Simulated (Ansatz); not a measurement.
# SiNH3 (triplet): wave-function methods side by side at distance N1–H4 along a hydrogen transfer = 1.170 Å, cc-pVDZ

One table from this session's results is given with a row withheld; the runs are named, their logs left out.

Computed with Ansatz 0.2.0, Gaussian basis. Level: cc-pVDZ, core rule «outside noble gas», up to 6 orbitals frozen.

Plan: UHF; CCSD(T) on ROHF; CCSD(T) on UHF; BCCD(T) on ROHF; CISD; CCSDT(Q) on ROHF; CCSDT(Q) on UHF; CASSCF and MRCISD+Q, 4 electrons in 4 orbitals; CASSCF and NEVPT2, 4 electrons in 4 orbitals.

8 further runs of the same task are left out: 2 for a mislabelled method, 3 that didn't finish, 3 set aside as unsound or not needed.

## The geometry

The geometry derives from fragments relaxed apart (PBE0/def2-TZVP) and kept rigid, so it is no stationary point. A hydrogen atom is moved between rigid fragments.

5 atoms, charge 0, spin multiplicity 3.

Atoms are counted from 1 here; the program's logs count them from 0.

Bond lengths: N1–H2 1.012 Å, N1–H3 1.012 Å, N1–H4 1.170 Å, H4–Si5 1.651 Å. Angles: H2–N1–H3 107.1°, H2–N1–H4 107.1°, H3–N1–H4 107.1°, N1–H4–Si5 180.0°.

Set-up of the first run:

Input file in.yaml:

```yaml
crystal:
  periodic: [false, false, false]
  atoms:
    - {symbol: N, position_ang: [-1.768977, -0.012635, -0.019666]}
    - {symbol: H, position_ang: [-2.066257, 0.955198, -0.019665]}
    - {symbol: H, position_ang: [-2.066256, -0.414934, 0.860594]}
    - {symbol: H, position_ang: [-0.598977, -0.012635, -0.019666]}
    - {symbol: Si, position_ang: [1.052023, -0.012634, -0.019666]}
basis:
  gaussian: {orbitals: cc-pVDZ}
magnetization: {spin_polarized: true, initial_magnetization: 2}
hamiltonian: {xc: hf}
output: {orbitals: {seedname: orbitals}}
```

On the command line:

```bash
ansatz run in.yaml --threads 1 --pin off --events-out ev --progress --plain --max-ram 2393MiB
```

Among the steps run: UHF; CCSD(T) on ROHF; CCSD(T) on UHF; BCCD(T) on ROHF; CISD; CCSDT(Q) on ROHF; CCSDT(Q) on UHF; CASSCF and MRCISD+Q, 4 electrons in 4 orbitals; CASSCF and NEVPT2, 4 electrons in 4 orbitals.

One table of the session follows, with a row left open; its other results are not shown here.

| method | from UCCSDT(Q) (kJ/mol) |
| --- | --- |
| ROHF | +772.5 |
| UHF | +760.3 |
| RMP2 | +112.3 |
| UMP2 | +111.5 |
| CISD | ? |
| RCCSD | +24.4 |
| UCCSD | +24.0 |
| RCCSD(T) | +4.1 |
| UCCSD(T) | +4.1 |
| BCCD(T) | +4.1 |
| RCCSDT | +1.7 |
| UCCSDT | +1.7 |
| RCCSDT(Q) | 0.0 |
| UCCSDT(Q) | 0 |
| CASSCF pair | +707.7 |
| NEVPT2 pair | +116.8 |
| MRCISD pair | +75.8 |
| MRCISD+Q pair | +7.8 |

Q: Estimate the row for CISD from the others.

**Answer.** from UCCSDT(Q) (kJ/mol): +88.5. In the column «from UCCSDT(Q) (kJ/mol)» it lies between MRCISD pair (+75.8) and UMP2 (+111.5).

To keep in mind: Restricted and unrestricted rows rest on different reference determinants; where their highest levels disagree by more than a few hundredths of an eV, they describe different states and don't form one ladder.
